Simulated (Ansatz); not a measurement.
# H2P2: the cost of one run

The runs use Ansatz 0.2.0, Gaussian basis; def2-QZVPP, core rule «outside noble gas», up to 10 orbitals frozen.

To be run: UHF; ROHF; CCSD(T) on UHF.

5 further runs of the same task are left out: 1 that didn't finish, 4 set aside as unsound or not needed.

### Step 1. The geometry

The geometry is a PBE0/def2-TZVP stationary point (not a proven minimum) of the parent state, kept for this charge and spin.

4 atoms, charge 1, spin multiplicity 4.

Atoms are counted from 1 here; the program's logs count them from 0.

Bond lengths: P1–P2 2.159 Å, P1–H3 1.428 Å, P2–H4 1.428 Å. Angles: P2–P1–H3 95.2°, P1–P2–H4 95.2°.

### Step 2. UHF

Contents of in.yaml:

```yaml
crystal:
  periodic: [false, false, false]
  atoms:
    - {symbol: P, position_ang: [-0.031349, -0.073548, 1.077042]}
    - {symbol: P, position_ang: [-0.031350, 0.073548, -1.077042]}
    - {symbol: H, position_ang: [0.963360, 0.931093, 1.276164]}
    - {symbol: H, position_ang: [0.963376, -0.931077, -1.276164]}
basis:
  gaussian: {orbitals: "def2-QZVPP.json"}
total_charge: 1
magnetization: {spin_polarized: true, initial_magnetization: 3}
hamiltonian: {xc: hf}
output: {orbitals: {seedname: orbitals}}
```

Command:

```
ansatz run in.yaml --threads 1 --pin off --events-out ev --progress --plain --max-ram 2393MiB
```

**Question.** How long does this run take on 1 thread of Arm Neoverse V2, shared host, and how much memory does it need?

About 11 s, with a peak of 0.5 GiB.
